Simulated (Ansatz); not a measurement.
C₂H₄ beside SiH₄: one fragment in the basis of the whole pair (the partner's atoms are ghosts).

Input (in.yaml):

```yaml
crystal:
  periodic: [false, false, false]
  atoms:
    - {symbol: Si, position_ang: [0.031774, 0.023781, 1.983507]}
    - {symbol: H, position_ang: [-1.370623, -0.056676, 1.504430]}
    - {symbol: H, position_ang: [0.034153, 0.043544, 3.470610]}
    - {symbol: H, position_ang: [0.666105, 1.267537, 1.480642]}
    - {symbol: H, position_ang: [0.795317, -1.158126, 1.512372]}
basis:
  gaussian:
    orbitals: "def2-TZVPPD.json"
    ghost_atoms:
      - {symbol: C, position_ang: [-0.001314, 0.641304, -1.662506]}
      - {symbol: C, position_ang: [-0.051176, -0.681206, -1.655708]}
      - {symbol: H, position_ang: [0.934117, 1.175082, -1.791055]}
      - {symbol: H, position_ang: [-0.893504, 1.245602, -1.538303]}
      - {symbol: H, position_ang: [-0.986217, -1.215448, -1.525604]}
      - {symbol: H, position_ang: [0.841369, -1.285194, -1.778284]}
hamiltonian: {xc: r2scan, dispersion: d4}
```

The basis file named in the input lies beside it (Basis Set Exchange, JSON).

Launched with

```bash
ansatz run in.yaml --threads 4 --pin off --events-out ev --progress --plain --max-ram 9574MiB
```

Output of Ansatz 0.2.0:

```
Functional definition: r2SCAN
  name "r2SCAN"
  cite "Furness, Kaplan, Ning, Perdew & Sun, J. Phys. Chem. Lett. 11, 8208 (2020) doi:10.1021/acs.jpclett.0c02405"
  cite "Furness, Kaplan, Ning, Perdew & Sun, J. Phys. Chem. Lett. 11, 9248 (2020) doi:10.1021/acs.jpclett.0c03077"
  parent r2scan
  parameter k0 = 0.174
  parameter k1 = 0.065
  parameter a1 = 4.9479
  exchange = r2scan_x(k0 = k0, k1 = k1, a1 = a1)
  correlation = r2scan_c
1061 factors; their error is unknown
mean field evaluation 1: about -7941.2706 eV, gradient 1.2e1 eV
mean field evaluation 2: about -7941.6641 eV, gradient 6.1e0 eV
mean field evaluation 4: about -7941.7776 eV, gradient 8.5e-2 eV
mean field evaluation 8: about -7941.7603 eV, gradient 2.8e-3 eV
mean field -7941.76029857 eV, -291.8543078541 hartree, gradient 2.1e-5 eV, S^2 0.000000; 0 other end points of the search recorded, 0 dependent functions left out
reference -7941.76031078 eV, -291.8543083027 hartree; 9, 9 occupied and 249, 249 virtual orbitals, 1061 factors
Total energy: -7941.76988024 eV, -291.8546599739 hartree
```

The lines “mean field evaluation” count trial sets of orbitals through the whole run, from several starts and some on an approximate energy, so they need not fall steadily or lie above the final value.

Hardware: 4 CPU threads of an Arm Neoverse V1, shared host. Wall time about 2.7 s.
